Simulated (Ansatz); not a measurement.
in.yaml

```yaml
crystal:
  periodic: [false, false, false]
  atoms:
    - {symbol: C, position_ang: [-0.355332, 0.000000, 0.533344]}
    - {symbol: Be, position_ang: [0.453083, 0.000000, -0.875376]}
    - {symbol: H, position_ang: [0.183064, 0.000000, 1.471536]}
basis:
  gaussian: {orbitals: 6-31G}
magnetization: {spin_polarized: false, initial_magnetization: 1}
correlation: {method: sc_nevpt2, electrons: outside_noble_gas, active_space: {window: {electrons: 3, orbitals: 3}}}
```

```sh
$ ansatz run in.yaml --threads 1 --pin off --events-out ev --progress --plain --max-ram 2393MiB
```

Output:

```
284 factors; integrals over basis functions are off by at most 2.7e-4 eV
mean field evaluation 1: about -1436.6297 eV, gradient 1.6e1 eV
mean field evaluation 2: about -1436.6299 eV, gradient 1.6e1 eV
mean field evaluation 4: about -1437.9427 eV, gradient 2.4e0 eV
mean field evaluation 8: about -1438.0258 eV, gradient 1.5e-1 eV
mean field evaluation 16: about -1436.3118 eV, gradient 7.3e0 eV
mean field evaluation 32: about -1438.0269 eV, gradient 2.2e-6 eV
mean field evaluation 64: about -1438.0268 eV, gradient 6.5e-2 eV
mean field evaluation 96: about -1438.4793 eV, gradient 2.9e-2 eV
mean field evaluation 128: about -1437.5581 eV, gradient 6.7e-1 eV
mean field -1438.47926814 eV, -52.8631380677 hartree, gradient 4.6e-6 eV, S^2 0.750000; 13 other end points of the search recorded, 0 dependent functions left out
reference -1438.47926814 eV, -52.8631380677 hartree; 6, 5 occupied and 14, 15 virtual orbitals, 284 factors
state -1440.26448206 eV, -52.9287434695 hartree
state -1440.26448206 eV, -52.9287434695 hartree; corrected -1441.92902592 eV, -52.9899143281 hartree
state -1438.83294680 eV, -52.8761355188 hartree
state -1438.83294680 eV, -52.8761355188 hartree; corrected -1440.49097427 eV, -52.9370669045 hartree
state -1440.26448206 eV, -52.9287434695 hartree; corrected -1441.92902592 eV, -52.9899143281 hartree
state -1438.90858135 eV, -52.8789150374 hartree
state -1438.90858135 eV, -52.8789150374 hartree; corrected -1440.47754906 eV, -52.9365735372 hartree
state -1440.26448206 eV, -52.9287434695 hartree; corrected -1441.92902592 eV, -52.9899143281 hartree
2 active orbitals were swapped for others, from the solution at -1438.83279741 eV, -52.8761300289 hartree to that at -1438.90858133 eV, -52.8789150365 hartree; typed "places" are swapped only where nearly empty or full, and so, without "given_window_search", are "orbital_numbers", "shells" and a window whose orbitals a file names under [Active]
the orbitals are reached from a further start. From the first start the search ends at -1438.90858133 eV, -52.8789150365 hartree
Total energy: -1441.92902592 eV, -52.9899143281 hartree
```

Natural occupations: 1.3156 1.0000 0.6844.

For the same geometry and basis full CI lies 576.4 meV lower. By full CI's occupations no single determinant describes the state well.

Ran on 1 thread of AMD EPYC 9B45, shared host: 0.24 s wall, 0.08 GiB peak host memory.
